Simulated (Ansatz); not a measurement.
**Te₃As₂ (C2/m, No. 12)**

These are PBEsol (Ansatz, a first-principles code, PAW) values and carry that method's errors.

Run with plane-wave cutoff 520 eV, 10×10×4 k mesh (along the axes of the cell as run), Fermi–Dirac smearing 0.01 eV, scalar-relativistic PAW data made under PBE.

Cell (measured lattice):

Space group C2/m (No. 12); a = 14.3370 Å, b = 4.0150 Å, c = 9.8870 Å, α = γ = 90.00°, β = 95.06°

| atom | site | symmetry | x | y | z |
|---|---|---|---|---|---|
| Te | 4i | m | 0.3747 | 0.0000 | 0.0363 |
| Te | 4i | m | 0.2220 | 0.0000 | 0.6594 |
| Te | 4i | m | 0.0289 | 0.0000 | 0.2884 |
| As | 4i | m | 0.2010 | 0.0000 | 0.1408 |
| As | 4i | m | 0.3871 | 0.0000 | 0.5596 |
(The calculation used a cell of 10 atoms; values per cell refer to that cell.)

```
Quantity                                       Value
-------------------------------------------  -------
band gap                                     0.36 eV
smallest direct gap on the k points sampled  0.48 eV
Γ–Γ gap                                      1.48 eV
```

Measured, for comparison: band gap 0.4 eV (4 K, zero-point motion not removed, scanning tunnelling spectroscopy; as tabulated in Electronic band gap of van der Waals α-As2Te3 crystals, HAL hal-03321708).

Note: cell and atoms aren't relaxed at this level (largest force component 0.29 eV/Å, pressure -0.6 GPa).

Spin–orbit coupling is not included; with these elements it can move the gap by several tenths of an eV or more.

Computed values are for the static lattice.

It cost roughly 16 core-minutes of CPU time.
